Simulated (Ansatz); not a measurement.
## HAl–C–O, triplet: the ladder up to UCCSDT(Q)

Geometry: displaced at random from a stationary point.

```csv
atom,x (Å),y (Å),z (Å)
Al,-0.0123,-0.1147,1.2907
C,-0.0131,0.0590,-0.6367
O,0.0348,0.0709,-1.8278
H,-0.0679,1.2408,2.0498
```

Basis cc-pVDZ; Ansatz 0.2.0. Correlated methods freeze the noble-gas cores, which leaves 14 electrons in 44 orbitals. Prefix R: restricted or restricted open-shell reference; prefix U: unrestricted.

Full CI isn't at hand for all of this; UCCSDT(Q) serves as the reference, and is uncertain by about the last step of the cluster series. The frozen core follows each run's orbitals, which can shift R against U totals by a few meV.

- UHF ⟨S²⟩: 2.015
- T1 diagnostic (RCCSD): 0.0303
- largest doubles amplitude (RCCSD): 0.062
- T1 diagnostic (UCCSD): 0.0302

From what is known of these methods and the diagnostics, rank them by the size of their error in total energy against UCCSDT(Q) in cc-pVDZ, smallest first (an estimate: the text doesn't fix the numbers).
A. RCCSDT(Q)
B. UHF
C. RCCSD(T)
D. UCCSD
E. UCCSDT

A (0.30 mEh), E (1.61 mEh), C (2.78 mEh), D (17.52 mEh), B (380.01 mEh).

All errors are against UCCSDT(Q) in cc-pVDZ. Within each family the higher level lies nearer, as is usual though not guaranteed.
